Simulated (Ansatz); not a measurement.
SbH₂⁻, triplet: vertical spin and charge gaps

Geometry (PBE0/def2-TZVPD stationary point for this spin, not checked as a minimum):

```xyz
3

Sb    0.0000    0.0000    0.0000
H     0.0000    0.0000   -2.1109
H     0.0000    0.0000    2.1109
```

Basis def2-TZVPD with its core potentials; Ansatz 0.2.0. Only valence electrons are correlated (noble-gas cores and the filled d shells of p-block atoms frozen). R marks a restricted (for open shells ROHF) determinant, U an unrestricted one. No spin–orbit coupling is included; scalar relativity enters through the core potentials alone.

Gaps are energies of the second state less the first, at fixed atoms, for a selection of the levels run; each method lands on the state that its own search finds for that charge and spin.

Unrestricted rows (U, and Kohn–Sham where it breaks symmetry) aren't spin-pure: their determinants' ⟨S²⟩ exceeds S(S+1) by up to 0.14, so they mix in states of higher spin. The highest occupied Kohn–Sham level of the anion is positive, up to +0.32 eV, so in those functionals the extra electron is held by the basis alone, which enters their differences from the reference. A value is left out where its run failed or describes another state than the reference as far as symmetry and spin tell, or, spin-broken singlets apart, can't be checked.

Removing an electron, to the quartet: 1.260 eV at UCCSDT(Q).

```csv
level,gap (eV),error (meV),⟨S²⟩ where 0.1 over S(S+1) (first / second)
UHF,0.322,-938,– / 3.89
UMP2,1.298,38,– / 3.89
UCCSD,1.230,-30,– / 3.89
UCCSD(T),1.263,3,– / 3.89
BCCD(T),1.265,5,– / –
UCCSDT,1.258,-2,– / 3.89
PBE0,1.436,176,– / –
wB97X-V,1.501,241,– / –
wB97M-V,1.526,266,– / –
B2PLYP,1.399,139,– / –
```

Functionals correlate the shells that the reference freezes, so part of their error here is the reference's.

Full CI isn't at hand for all of this; UCCSDT(Q) serves as the reference, and is uncertain by the last step of the cluster series or more. The frozen core follows each run's orbitals, which can shift R against U totals by a few meV for light atoms and by up to 0.1 eV past Ca.
